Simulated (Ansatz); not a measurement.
# TaCo₃ (Pm-3m)

These are results of DFT PBEsol, scalar-relativistic, plane waves, PAW in Ansatz, not measurements.

Cutoff 420 eV; k points 12×12×12 on the computed 4-atom cell (Γ-centred); Gaussian smearing, width 0.10 eV; no spin polarisation.

The structure is relaxed at this level of theory with its symmetry kept. Whether it is the stable form of this composition wasn't checked.

```yaml
crystal:
  lattice:
    - [3.58901, 0.00000, 0.00000]
    - [0.00000, 3.58901, 0.00000]
    - [0.00000, 0.00000, 3.58901]
  atoms:
    - { symbol: Ta, position: [0.00000, 0.00000, 0.00000] }
    - { symbol: Co, position: [0.00000, 0.50000, 0.50000] }
    - { symbol: Co, position: [0.50000, 0.00000, 0.50000] }
    - { symbol: Co, position: [0.50000, 0.50000, 0.00000] }
```

```
Space group                                                       : Pm-3m (No. 221)
Volume per atom                                                   : 11.56 Å³
Formation energy from the elements' standard states (uncorrected) : -0.278 eV/atom
Kohn–Sham band gap                                                : none (metal)
Density of states at the Fermi level                              : 3.00 states/eV per cell
Löwdin character within 0.5 eV of the Fermi level                 : Co 3d 92 %
Bulk modulus                                                      : 273 GPa
Its pressure derivative                                           : 4.4
Bader charges (e)                                                 : Ta (1 in the cell) 1.17, Co (3 in the cell) -0.39
```

Spin-orbit coupling is left out, which matters for the bands of heavy elements.

A ferromagnetic start lost its moments in a first run, so spin was left out; other magnetic orders weren't tried.

Cost: 9 runs of about 3.8 core-minutes in all, on Arm Neoverse N1 (shared hosts).